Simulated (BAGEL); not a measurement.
# SiO (SMILES O=[Si]) at CASPT2(10,8)/6-31G(d) (density fitting with qzvpp-jkfit, spherical functions)

What is the vertical ionisation energy of SiO at CASPT2(10,8)/6-31G* (density fitting with qzvpp-jkfit, spherical functions)? 

The calculation is run with BAGEL 1.2.2.

6 further runs of the same task are left out: 2 that didn't finish, 4 set aside as unsound or not needed.

## 1. Starting point

SiO has 2 atoms, charge 0, and is taken as a singlet. As SMILES, `O=[Si]`. The coordinates come from a PBE0-D4/def2-TZVP relaxation.

Bond lengths: O1–Si2 1.509 Å.

## 2. A single-point energy at CASPT2(10,8)/6-31G(d) (density fitting with qzvpp-jkfit, spherical functions)

The input, caspt2.json:

```json
{ "bagel": [

{
  "title": "molecule",
  "basis": "6-31gs.json",
  "df_basis": "qzvpp-jkfit",
  "angstrom": true,
  "geometry": [
    { "atom": "O", "xyz": [   -0.640700,    0.231500,   -0.324000 ] },
    { "atom": "Si", "xyz": [    0.640700,   -0.231500,    0.324000 ] }
  ]
},
{
  "title": "hf"
},
{
  "title": "casscf",
  "nstate": 1,
  "nact": 8,
  "nclosed": 6,
  "maxiter": 200,
  "natocc": true
},
{
  "title": "print",
  "file": "orbitals.molden",
  "orbitals": true
},
{
  "title": "smith",
  "method": "caspt2",
  "ms": true,
  "xms": true,
  "sssr": true,
  "shift": 0.0,
  "ncore": 6
}

]}
```

The basis set 6-31G* is read from a file made from the Basis Set Exchange's data (not shown).

Run with:

```bash
$ BAGEL_NUM_THREADS=1 BAGEL caspt2.json > caspt2.out
```

The log of the run:

```text
* using 1 threads per process

  ===============================================================
  ===============================================================

  *** Geometry ***

  { "atom" : "O", "xyz" : [     -1.210748,      0.437472,     -0.612271 ] },
  { "atom" : "Si", "xyz" : [      1.210748,     -0.437472,      0.612271 ] },

  Number of auxiliary basis functions:      205

  Since a DF basis is specified, we compute 2- and 3-index integrals:
    o Being stored without compression. Storage requirement is 0.002 GB

  Number of basis functions:       32
  Number of electrons      :       22

    * METHOD: MOLECULE                             0.03

  *** RHF ***

  === Nuclear Repulsion ===
    39.2833323512

      * DIIS with orbital gradients will be used.

  === RHF iteration (6-31gs.json) ===
      0       -363.47913505          0.05635477           0.00
      1       -363.32076434          0.07980982           0.00
      2       -363.77488001          0.00291030           0.00
      3       -363.77645841          0.00072904           0.00
      4       -363.77656958          0.00016777           0.00
      5       -363.77657316          0.00002814           0.00
      6       -363.77657335          0.00000735           0.00
      7       -363.77657337          0.00000139           0.00
      8       -363.77657337          0.00000023           0.00
      9       -363.77657337          0.00000005           0.00
     10       -363.77657337          0.00000003           0.00
     11       -363.77657337          0.00000001           0.00
    * SCF iteration converged.

    * Permanent dipole moment:
           (   -1.120075,     0.404709,    -0.566418) a.u.

    * METHOD: HF                                   0.06

  ---------------------------
      CASSCF calculation
  ---------------------------

    * nstate   :      1
    * nclosed  :      6
    * nact     :      8
    * nvirt    :     18
  === CASSCF iteration (6-31gs.json) ===

    * Using the second-order algorithm

      0  0      -363.81896286     1.20e-02      0.03

      1  0      -363.87335807     7.01e-03      0.05

      2  0      -363.89319231     2.70e-03      0.05

      3  0      -363.89764287     1.04e-03      0.05

      4  0      -363.89851659     6.87e-04      0.05

      5  0      -363.89871048     4.45e-04      0.05

      6  0      -363.89875820     2.58e-04      0.05

      7  0      -363.89877039     1.41e-04      0.05

      8  0      -363.89877354     7.41e-05      0.05

      9  0      -363.89877436     3.83e-05      0.05

     10  0      -363.89877457     1.97e-05      0.05

     11  0      -363.89877462     1.00e-05      0.05

     12  0      -363.89877463     5.10e-06      0.05

     13  0      -363.89877464     2.59e-06      0.05

     14  0      -363.89877464     1.32e-06      0.05

     15  0      -363.89877464     6.70e-07      0.05

     16  0      -363.89877464     3.40e-07      0.05

     17  0      -363.89877464     1.73e-07      0.05

     18  0      -363.89877464     8.80e-08      0.05

     19  0      -363.89877464     4.48e-08      0.05

     20  0      -363.89877464     2.28e-08      0.04

     21  0      -363.89877464     1.16e-08      0.04

     22  0      -363.89877464     5.91e-09      0.04

    * Second-order optimization converged. *

     guess   0:   closed 11111...             open ........

  === FCI iteration ===

      0  0      -363.77198589     9.56e-03      0.00
      1  0      -363.88542727     3.59e-03      0.00
      2  0      -363.89703428     1.25e-03      0.00
      3  0      -363.89859358     3.86e-04      0.00
      4  0      -363.89876110     1.14e-04      0.00
      5  0      -363.89877408     2.33e-05      0.00
      6  0      -363.89877461     5.66e-06      0.00
      7  0      -363.89877464     1.60e-06      0.00
      8  0      -363.89877464     4.44e-07      0.00
      9  0      -363.89877464     1.35e-07      0.00
     10  0      -363.89877464     3.64e-08      0.00
     11  0      -363.89877464     9.20e-09      0.00
     12  0      -363.89877464     2.61e-09      0.00
     13  0      -363.89877464     6.19e-10      0.00
     14  0      -363.89877464     1.34e-10      0.00
     15  0 *    -363.89877464     3.54e-11      0.00

     * ci vector, state   0, <S^2> = 0.0000
       22222...     0.9696073242
       2222.2..    -0.0996773237
       222.2.2.    -0.0996773237
       222abab.     0.0685175728
       222baba.     0.0685175728
       22.22..2    -0.0579401689

    * METHOD: CASSCF                               1.09

    * METHOD: PRINT                                0.00

  === SMITH program ===

    * freezing 6 orbitals

    * Approximate memory requirement for SMITH calulation per MPI process:
      o Storage requirement for T-amplitude, lambda, and residual is 0.00 GB
      o Storage requirement for MO integrals is 0.00 GB
    * Calculating and saving rdm4f

    * Zeroth order energy : state  0       -6.5893427192

    * CASPT2 iteration is performed using redundant basis

      ---- iteration ----

        0    -0.13128058     0.01482429      0.11
        1    -0.13412233     0.00277773      0.12
        2    -0.13427082     0.00052247      0.12
        3    -0.13427468     0.00009319      0.12
        4    -0.13427483     0.00001299      0.12
        5    -0.13427484     0.00000241      0.12
        6    -0.13427484     0.00000036      0.12

      -------------------

    * CASPT2 energy : state  0     -364.0330494761
        reference weight              0.9576868101

    * METHOD: SMITH                                1.82

  ===============================================================
```

It took 3.3 s on 1 thread of Arm Neoverse V2, shared host; peak memory 0.2 GiB.

## 3. The doublet cation

The input, calc.json:

```json
{ "bagel": [

{
  "title": "molecule",
  "basis": "6-31gs.json",
  "df_basis": "qzvpp-jkfit",
  "angstrom": "true",
  "geometry": [
    { "atom": "O", "xyz": [      -0.640700,       0.231500,      -0.324000 ] },
    { "atom": "Si", "xyz": [       0.640700,      -0.231500,       0.324000 ] }
  ]
},

{ "title": "hf", "charge": 2 },

{ "title": "casscf", "nstate": 1, "nact": 8, "nclosed": 6, "charge": 1, "nspin": 1, "maxiter": 200, "natocc": "true" },

{ "title": "print", "file": "orbitals.molden", "orbitals": "true" },

{ "title": "smith", "method": "caspt2", "ms": "true", "xms": "true", "sssr": "true", "shift": 0.0, "ncore": 6 }

]}
```

The basis set 6-31G* is read from a file made from the Basis Set Exchange's data (not shown).

Run with:

```bash
$ BAGEL_NUM_THREADS=1 BAGEL calc.json > calc.out
```

The log of the run:

```text
* using 1 threads per process

  ===============================================================
  ===============================================================

  *** Geometry ***

  { "atom" : "O", "xyz" : [     -1.210748,      0.437472,     -0.612271 ] },
  { "atom" : "Si", "xyz" : [      1.210748,     -0.437472,      0.612271 ] },

  Number of auxiliary basis functions:      205

  Since a DF basis is specified, we compute 2- and 3-index integrals:
    o Being stored without compression. Storage requirement is 0.002 GB

  Number of basis functions:       32
  Number of electrons      :       22

    * METHOD: MOLECULE                             0.03

  *** RHF ***

  === Nuclear Repulsion ===
    39.2833323512

      * DIIS with orbital gradients will be used.

  === RHF iteration (6-31gs.json) ===
      0       -362.27689676          0.05770646           0.00
      1       -361.53727919          0.12808982           0.00
      2       -362.58758771          0.00903193           0.00
      3       -362.59612219          0.00426927           0.00
      4       -362.60005820          0.00194565           0.00
      5       -362.60170238          0.00077391           0.00
      6       -362.60182074          0.00012845           0.00
      7       -362.60182545          0.00000807           0.00
      8       -362.60182547          0.00000120           0.00
      9       -362.60182547          0.00000022           0.00
     10       -362.60182547          0.00000006           0.00
     11       -362.60182547          0.00000002           0.00
     12       -362.60182547          0.00000000           0.00
    * SCF iteration converged.

    * Permanent dipole moment:
           (   -2.155880,     0.778970,    -1.090222) a.u.

    * METHOD: HF                                   0.06

  ---------------------------
      CASSCF calculation
  ---------------------------

    * nstate   :      1
    * nclosed  :      6
    * nact     :      8
    * nvirt    :     18
  === CASSCF iteration (6-31gs.json) ===

    * Using the second-order algorithm

      0  0      -363.42076338     2.72e-02      0.04

      1  0      -363.45602411     4.97e-03      0.06

      2  0      -363.46896100     3.64e-03      0.06

      3  0      -363.47639589     2.35e-03      0.06

      4  0      -363.48112429     1.15e-03      0.06

      5  0      -363.48277357     6.60e-04      0.06

      6  0      -363.48306443     5.02e-04      0.06

      7  0      -363.48311753     2.90e-04      0.06

      8  0      -363.48312860     1.47e-04      0.06

      9  0      -363.48313102     7.13e-05      0.06

     10  0      -363.48313156     3.38e-05      0.06

     11  0      -363.48313168     1.59e-05      0.06

     12  0      -363.48313171     7.47e-06      0.06

     13  0      -363.48313172     3.51e-06      0.06

     14  0      -363.48313172     1.66e-06      0.06

     15  0      -363.48313172     8.70e-07      0.06

     16  0      -363.48313172     1.47e-06      0.06

     17  0      -363.48313172     5.34e-06      0.06

     18  0      -363.48313172     2.00e-05      0.07

     19  0      -363.48313175     7.53e-05      0.07

     20  0      -363.48313214     2.83e-04      0.07

     21  0      -363.48313765     1.06e-03      0.07

     22  0      -363.48321537     3.94e-03      0.07

     23  0      -363.48429767     1.26e-02      0.07

     24  0      -363.49376475     1.39e-02      0.10

     25  0      -363.50640519     4.87e-03      0.07

     26  0      -363.51145451     2.88e-03      0.07

     27  0      -363.51317291     1.69e-03      0.06

     28  0      -363.51370750     9.68e-04      0.06

     29  0      -363.51387066     5.46e-04      0.06

     30  0      -363.51392120     3.08e-04      0.06

     31  0      -363.51393725     1.75e-04      0.06

     32  0      -363.51394248     1.01e-04      0.06

     33  0      -363.51394422     5.85e-05      0.06

     34  0      -363.51394481     3.42e-05      0.06

     35  0      -363.51394502     2.02e-05      0.06

     36  0      -363.51394509     1.20e-05      0.06

     37  0      -363.51394512     7.15e-06      0.06

     38  0      -363.51394513     4.28e-06      0.07

     39  0      -363.51394513     2.57e-06      0.06

     40  0      -363.51394513     1.55e-06      0.06

     41  0      -363.51394513     9.31e-07      0.07

     42  0      -363.51394513     5.62e-07      0.08

     43  0      -363.51394513     3.39e-07      0.06

     44  0      -363.51394513     2.05e-07      0.06

     45  0      -363.51394513     1.24e-07      0.06

     46  0      -363.51394513     7.46e-08      0.06

     47  0      -363.51394513     4.52e-08      0.06

     48  0      -363.51394513     2.73e-08      0.06

     49  0      -363.51394513     1.66e-08      0.06

     50  0      -363.51394513     1.00e-08      0.05

     51  0      -363.51394513     6.07e-09      0.05

    * Second-order optimization converged. *

     guess   0:   closed 1111....             open ....1...

  === FCI iteration ===

      0  0      -363.36307090     8.81e-03      0.00
      1  0      -363.49090448     3.99e-03      0.00
      2  0      -363.50929170     1.76e-03      0.00
      3  0      -363.51336094     5.62e-04      0.00
      4  0      -363.51385361     2.36e-04      0.00
      5  0      -363.51393421     8.55e-05      0.00
      6  0      -363.51394313     3.07e-05      0.00
      7  0      -363.51394447     1.36e-05      0.00
      8  0      -363.51394492     8.27e-06      0.00
      9  0      -363.51394509     4.75e-06      0.00
     10  0      -363.51394512     2.23e-06      0.00
     11  0      -363.51394513     1.07e-06      0.00
     12  0      -363.51394513     4.17e-07      0.00
     13  0      -363.51394513     1.65e-07      0.00
     14  0      -363.51394513     4.89e-08      0.00
     15  0      -363.51394513     1.74e-08      0.00
     16  0      -363.51394513     7.53e-09      0.00
     17  0      -363.51394513     3.03e-09      0.00
     18  0      -363.51394513     9.15e-10      0.00
     19  0      -363.51394513     2.70e-10      0.00
    ** throwing out 1 trial vectors **
     20  0 *    -363.51394513     8.12e-11      0.00

     * ci vector, state   0, <S^2> = 0.7500
       2222a...    -0.9581446287
       222.a2..    -0.0951094506
       22.2a.2.    -0.0951094499
       2a2b2a..     0.0785941167
       2ab22.a.    -0.0785941157
       2a22b..a    -0.0654213899
       22abaab.     0.0643125716
       22baaba.     0.0643125716

    * METHOD: CASSCF                               3.30

    * METHOD: PRINT                                0.00

  === SMITH program ===

    * freezing 6 orbitals

    * Approximate memory requirement for SMITH calulation per MPI process:
      o Storage requirement for T-amplitude, lambda, and residual is 0.00 GB
      o Storage requirement for MO integrals is 0.00 GB
    * Calculating and saving rdm4f

    * Zeroth order energy : state  0       -8.6038401313

    * CASPT2 iteration is performed using redundant basis

      ---- iteration ----

        0    -0.11632927     0.01136269      0.11
        1    -0.11801368     0.00173671      0.12
        2    -0.11808881     0.00030644      0.12
        3    -0.11809107     0.00004858      0.11
        4    -0.11809113     0.00000680      0.11
        5    -0.11809113     0.00000131      0.11
        6    -0.11809113     0.00000019      0.10

      -------------------

    * CASPT2 energy : state  0     -363.6320362647
        reference weight              0.9639301682

    * METHOD: SMITH                                1.84

  ===============================================================
```

Wall time 5.4 s (1 thread of Arm Neoverse V2, shared host); peak memory 0.24 GiB.

## 4. Results

At CASPT2(10,8)/6-31G* (density fitting with qzvpp-jkfit, spherical functions), 6 core orbitals frozen:

```
                                          quantity          value
                         singlet SiO: total energy  -364.03305 Eh
                      doublet cation: total energy  -363.63204 Eh
vertical ionisation energy (to the doublet cation)      10.912 eV
```

**Reading.** The vertical ionisation energy comes to 10.91 eV (1053 kJ/mol).
